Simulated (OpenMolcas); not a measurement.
# doublet C2H3N+ at 6 levels

Wanted: a comparison of 6 runs (UHF/3-21G, UB3LYP/def2-SVPD, UBLYP/def2-SVPD, UPBE/def2-SVPD, UTPSS/def2-SVPD, ROCCSD(T)/def2-SVPD) of doublet C2H3N+. 

The calculation is run with OpenMolcas 26.06.

## (1) Starting point

C2H3N+: 6 atoms, total charge +1, spin state doublet. As SMILES of the parent species, `[C-]#[N+]C`. The shape is that of a PBE0-D4/def2-TZVP optimisation. That shape belongs to the parent species and isn't relaxed for this state.

Bond lengths: C1–N2 1.164 Å, N2–C3 1.409 Å, C3–H4 1.091 Å, C3–H5 1.091 Å, C3–H6 1.091 Å. Angles: C1–N2–C3 180.0°, N2–C3–H4 109.9°, N2–C3–H5 109.9°, N2–C3–H6 109.9°, H4–C3–H5 109.1°, H4–C3–H6 109.1°, H5–C3–H6 109.1°.

## (2) A single-point energy at UHF/3-21G (run 1)

calc.inp reads:

```
* C2H3N Hartree-Fock
&GATEWAY
BasLib=$CurrDir
Coord
6
angstrom
C        0.799440      -1.723200       0.884040
N        0.355210      -0.765800       0.392860
C       -0.182520       0.393390      -0.201820
H       -1.130780       0.156250      -0.686030
H        0.510850       0.783150      -0.948300
H       -0.352210       1.156210       0.559240
Basis=3-21G
Group=NoSym
&SEWARD
&SCF
UHF
Charge=1
Spin=2
Thresholds=1e-10 1e-07 1e-07 1e-05
PrOrbitals=0
```

The basis set 3-21G is read from a file made from the Basis Set Exchange's data (not shown).

Launch:

```bash
$ export MOLCAS_MEM=1860
$ pymolcas calc.inp > calc.log
```

The program printed:

```text
--- Start Module: gateway ---
[...]
--- Stop Module: gateway /rc=_RC_ALL_IS_WELL_ ---
--- Start Module: seward ---
[...]
      Basis functions           33
--- Stop Module: seward /rc=_RC_ALL_IS_WELL_ ---
--- Start Module: scf ---
[...]
       Convergence after  23 Iterations
[...]
::    Total SCF energy                               -130.7973736541
[...]
      Total spin, S                                     0.7087056778
[...]
      Total electronic charge=   21.000000
      Total            charge=    1.000000
[...]
      Dipole Moment (debye):
      Origin of the operator (angstrom)=    0.2778   -0.5989    0.3072
                   X=  2.3880E-01               Y= -5.1437E-01               Z=  2.6391E-01           Total=  6.2550E-01
      Center of Charge (angstrom)
[...]
--- Stop Module: scf /rc=_RC_ALL_IS_WELL_ ---
[...]
```

It took 1.9 s on 1 thread of Arm Neoverse V2, shared host; peak memory 0.37 GiB.

## (3) The energy at UB3LYP/def2-SVPD (run 2)

calc.inp reads:

```
* C2H3N Kohn-Sham DFT
>>> EXPORT MOLCAS_PRINT=2

&GATEWAY
  BasLib=$CurrDir
  Coord
  6
  angstrom
  C        0.799440      -1.723200       0.884040
  N        0.355210      -0.765800       0.392860
  C       -0.182520       0.393390      -0.201820
  H       -1.130780       0.156250      -0.686030
  H        0.510850       0.783150      -0.948300
  H       -0.352210       1.156210       0.559240
  Basis=def2-SVPD
  Group=NoSym

&SEWARD
  GridInput
  Grid=UltraFine
  End of Grid

&SCF
  UHF
  Charge=1
  Spin=2
  KSDFT=B3LYP
  Thresholds=1e-10 1e-07 1e-07 1e-05
  PrOrbitals=0
```

The basis set def2-SVPD is read from a file made from the Basis Set Exchange's data (not shown).

Launch:

```bash
$ export MOLCAS_MEM=1860
$ pymolcas calc.inp > calc.log
```

The program printed:

```text
--- Start Module: gateway ---
[...]
--- Stop Module: gateway /rc=_RC_ALL_IS_WELL_ ---
--- Start Module: seward ---
[...]
      Basis functions           84
--- Stop Module: seward /rc=_RC_ALL_IS_WELL_ ---
[...]
--- Start Module: scf ---
[...]
       Convergence after  21 Iterations
[...]
::    Total KS-DFT energy                            -132.2112656809
[...]
      Total spin, S                                     0.5152232229
[...]
      Total electronic charge=   21.000000
      Total            charge=    1.000000
[...]
      Dipole Moment (debye):
      Origin of the operator (angstrom)=    0.2778   -0.5989    0.3072
                   X=  1.6426E-01               Y= -3.5382E-01               Z=  1.8153E-01           Total=  4.3026E-01
      Center of Charge (angstrom)
[...]
--- Stop Module: scf /rc=_RC_ALL_IS_WELL_ ---
[...]
```

Run time: 50 s. Hardware: 1 thread of Arm Neoverse V2, shared host; peak memory 0.46 GiB.

Runs 3 to 5 aren't shown in full; the table further down has their settings and results.

## (4) A single-point energy at ROCCSD(T)/def2-SVPD (run 6)

mol.input reads:

```
* C2H3N CCSD(T)

&GATEWAY
 BasLib
 $CurrDir
 Coord
 6
 angstrom
 C        0.799440      -1.723200       0.884040
 N        0.355210      -0.765800       0.392860
 C       -0.182520       0.393390      -0.201820
 H       -1.130780       0.156250      -0.686030
 H        0.510850       0.783150      -0.948300
 H       -0.352210       1.156210       0.559240
 Basis
 def2-SVPD
 Group
 NoSym

&SEWARD

&SCF
 UHF
 Charge
 1
 Spin
 2
 Thresholds
 1e-10 1e-07 1e-07 1e-05
 PrOrbitals
 1 2

&RASSCF
 FileOrb
 $Project.UnaOrb
 Spin
 2
 Nactel
 1 0 0
 Inactive
 10
 Ras2
 1
 OutOrbitals
 Canonical
 OrbListing
 Nothing

&MOTRA
 JobIph
 Frozen
 3

&CCSDT
 CCT
 Triples
 3
 Iterations
 80
 Accuracy
 1e-08
 Extrapolation
 5 4
```

The basis set def2-SVPD is read from a file made from the Basis Set Exchange's data (not shown).

Launch:

```bash
$ export MOLCAS_MEM=1860
$ pymolcas mol.input > mol.log
```

The program printed:

```text
--- Start Module: gateway ---
[...]
--- Stop Module: gateway /rc=_RC_ALL_IS_WELL_ ---
[...]
      Basis functions           84
[...]
       Convergence after  28 Iterations
[...]
::    Total SCF energy                               -131.4345674531
[...]
      Total spin, S                                     0.6885371455
[...]
      Number of active orbitals                  1
[...]
      Spin quantum number                      0.5
[...]
      Active orbitals                            1
[...]
      Number of CSFs                             1
[...]
      Number of root(s) required                 1
[...]
      Convergence after 10 iterations
[...]
      printout of CI-coefficients larger than  0.05 for root  1
      energy=    -131.415775
      conf/sym  1     Coeff  Weight
             1  u   1.00000 1.00000
      Natural orbitals and occupation numbers for root  1
      sym 1:   1.000000
      ************************************************************************************************************************
      *                                                    Final results                                                     *
[...]
::    RASSCF root number  1 Total energy:   -131.41577517
[...]
      Total electronic charge=   21.000000
      Total            charge=    1.000000
[...]
      Dipole Moment (debye):
      Origin of the operator (angstrom)=    0.2778   -0.5989    0.3072
                   X=  4.2027E-01               Y= -9.0557E-01               Z=  4.6460E-01           Total=  1.1012E+00
      Center of Charge (angstrom)
[...]
--- Start Module: motra ---
[...]
      *** WARNING: Default frozen orbitals is overwritten by user input.
      *** Default values:   3
[...]
--- Stop Module: motra /rc=_RC_ALL_IS_WELL_ ---
[...]
--- Start Module: ccsdt ---
[...]
      Convergence after                    27  Iterations
      Total energy (diff) :    -131.85288222      -0.00000000
[...]
 METHOD                       : CCSD+T(CCSD)+<T3(1)WT1>+<T3(1)UT2> = CCSD(T)
[...]
       CCSD     =      -131.8528822209715
[...]
--- Stop Module: ccsdt /rc=_RC_ALL_IS_WELL_ ---
[...]
```

Wall time 43 s (1 thread of Arm Neoverse V2, shared host); peak memory 0.46 GiB.

## (5) The series

```
run                level  integration grid  frozen core orbitals  energy (Eh)  HOMO energy (eV)  LUMO energy (eV)   ⟨S²⟩  wall time
  1            UHF/3-21G                 –                     –  -130.797374            -20.85             -7.18  1.211      1.9 s
  2     UB3LYP/def2-SVPD         UltraFine                     –  -132.211266            -16.92            -13.97  0.781       50 s
  3      UBLYP/def2-SVPD         UltraFine                     –  -132.169584            -15.65            -14.84  0.771       49 s
  4       UPBE/def2-SVPD         UltraFine                     –  -132.046340            -15.74            -14.75  0.779       45 s
  5      UTPSS/def2-SVPD         UltraFine                     –  -132.241675            -15.87            -14.87  0.787       73 s
  6  ROCCSD(T)/def2-SVPD                 –                     3  -131.870680                 –                 –      –       43 s
```

## (6) What came out

| quantity | value |
| --- | --- |
| run 6: total energy | -131.87068 Eh |
| run 6: (T) correction | -17.80 mEh |

Totals of different functionals can't be ranked against each other. Spin contamination of the reference: run 1 ⟨S²⟩ = 1.21. All runs together took 4.4 min, the longest 73 s.
